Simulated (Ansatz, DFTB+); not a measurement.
# Loss of C2H6: C3H6O2 → CO2 + C2H6

Species: C3H6O2 (methyl acetate) `COC(C)=O`, singlet; CO2 (carbon dioxide) `O=C=O`, singlet; C2H6 (ethane) `CC`, singlet. 

Shapes, held fixed at every level: PBE0-D4/def2-TZVP. Flexible molecules stand in one conformer, not always the lowest. Programs: Ansatz 0.2.0, DFTB+ 25.1. The zero-point and thermal change to 298 K, harmonic and unscaled (PBE0-D4/def2-TZVP), is -6.4 kJ/mol.

**The experiment to reproduce.** Tabulated heats of formation (Active Thermochemical Tables, CRC Handbook of Chemistry and Physics): C3H6O2 -413.3 (CRC); CO2 -393.5 (ATcT); C2H6 -83.8 (ATcT) kJ/mol, which give ΔH(298 K) = -64.0 kJ/mol.

```csv
level,kind,ΔH (kJ/mol),computed − measured,CPU time (all species)
DFTB1,semi-empirical,-97.7,-33.8,0.11 s
HF/def2-TZVPP,Hartree–Fock,-86.0,-22.1,–
PBE-D4/def2-TZVPP,GGA,-70.2,-6.2,13 s
B3LYP-D4/def2-TZVPP,global hybrid,-72.5,-8.5,20 s
BHLYP-D4/def2-TZVPP,global hybrid,-59.9,+4.0,14 s
wB97X-V/def2-TZVPP,range-separated hybrid,-58.9,+5.1,37 s
MP2/def2-TZVPP,perturbation theory,-83.4,-19.4,–
CCSD(T)/CBS estimate,coupled cluster or CI,-65.8,-1.8,23 min
```

Nearest: CCSD(T)/CBS estimate (-1.8); farthest: DFTB1 (-33.8). 5 of 8 levels lie within 10 kJ/mol. The CBS estimate extrapolates MP2 from def2-TZVPP and def2-QZVPP and adds CCSD(T) − MP2 in the triple-zeta set, cores frozen. Times are processor times on shared x86 and Arm servers, and rough.
